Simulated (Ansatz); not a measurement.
**C₂HO− (SMILES C#C[O-]): single points off equilibrium**

How do the functionals fare away from a minimum? The structure is a structure displaced at random from a GFN2-xTB minimum.

Method: single points in def2-TZVPPD; program: Ansatz 0.2.0, Gaussian basis.

Correlated methods freeze the cores. B3LYP uses VWN-RPA correlation.

## Step 1: The starting structure

SMILES `C#C[O-]`, 4 atoms, charge -1, spin multiplicity 1.

Atoms are counted from 1 here; the program's logs count them from 0.

Bond lengths: C1–C2 1.165 Å, C1–H4 1.123 Å, C2–O3 1.250 Å. Angles: C2–C1–H4 147.7°, C1–C2–O3 162.5°.

As a file:

```
C    -0.5213    0.2920   -0.1545
C     0.3580   -0.3291    0.2896
O     1.0286   -1.2583    0.7897
H    -0.8621    1.0492   -0.9100
```

## Step 2: CCSD(T)/def2-TZVPPD

run/in.yaml reads:

```yaml
crystal:
  periodic: [false, false, false]
  atoms:
    - {symbol: C, position_ang: [-0.521300, 0.292000, -0.154500]}
    - {symbol: C, position_ang: [0.358000, -0.329100, 0.289600]}
    - {symbol: O, position_ang: [1.028600, -1.258300, 0.789700]}
    - {symbol: H, position_ang: [-0.862100, 1.049200, -0.910000]}
basis:
  gaussian: {orbitals: "def2-TZVPPD.json"}
total_charge: -1
correlation: {method: ccsd_t}
output: {forces: true}
```

The basis file named in the input lies beside it (Basis Set Exchange, JSON).

The command line of these runs was not kept.

## Step 3: PBE0-D4/def2-TZVPPD

Edit run/in.yaml of step 2 so:

```diff
@@ -10,3 +10,3 @@
 total_charge: -1
-correlation: {method: ccsd_t}
-output: {forces: true}
+hamiltonian: {xc: pbe0, dispersion: d4}
+output: {forces: true, orbitals: {seedname: orbitals}}
```

## Step 4: wB97M-V/def2-TZVPPD

Edit run/in.yaml of step 3 so:

```diff
@@ -10,3 +10,3 @@
 total_charge: -1
-hamiltonian: {xc: pbe0, dispersion: d4}
-output: {forces: true, orbitals: {seedname: orbitals}}
+hamiltonian: {xc: {name: wB97M-V}}
+output: {forces: true}
```

## Step 5: r2SCAN-D4/def2-TZVPPD

Edit run/in.yaml of step 4 so:

```diff
@@ -10,3 +10,3 @@
 total_charge: -1
-hamiltonian: {xc: {name: wB97M-V}}
+hamiltonian: {xc: r2scan, dispersion: d4}
 output: {forces: true}
```

## Step 6: PBE-D4/def2-TZVPPD

Edit run/in.yaml of step 5 so:

```diff
@@ -10,3 +10,3 @@
 total_charge: -1
-hamiltonian: {xc: r2scan, dispersion: d4}
+hamiltonian: {xc: pbe, dispersion: d4}
 output: {forces: true}
```

## Step 7: CAM-B3LYP-D4/def2-TZVPPD

Edit run/in.yaml of step 6 so:

```diff
@@ -10,3 +10,3 @@
 total_charge: -1
-hamiltonian: {xc: pbe, dispersion: d4}
+hamiltonian: {xc: {name: CAM-B3LYP}, dispersion: d4}
 output: {forces: true}
```

## Step 8: B3LYP-D4/def2-TZVPPD

Edit run/in.yaml of step 7 so:

```diff
@@ -10,3 +10,3 @@
 total_charge: -1
-hamiltonian: {xc: {name: CAM-B3LYP}, dispersion: d4}
+hamiltonian: {xc: {name: B3LYP}, dispersion: d4}
 output: {forces: true}
```

(Steps that only read results are left out.)

What does the calculation give? Wanted: RMS force component; RMS force error; HOMO and LUMO, PBE0-D4; T1 diagnostic.

**Answer**, as computed:

| quantity | value |
| --- | --- |
| RMS force component | 4.169 to 4.591 eV/Å over the methods |
| RMS force error | PBE0-D4 0.396, wB97M-V 0.429, r2SCAN-D4 0.259, PBE-D4 0.115, CAM-B3LYP-D4 0.577, B3LYP-D4 0.361 eV/Å |
| HOMO and LUMO, PBE0-D4 | -0.04 and 4.60 eV |
| T1 diagnostic | 0.017 |

**Reading.** For forces PBE-D4 does best and CAM-B3LYP-D4 worst. Frozen-core CCSD(T) forces in triple zeta carry basis errors of their own, and this is one geometry, so small gaps rank nothing.
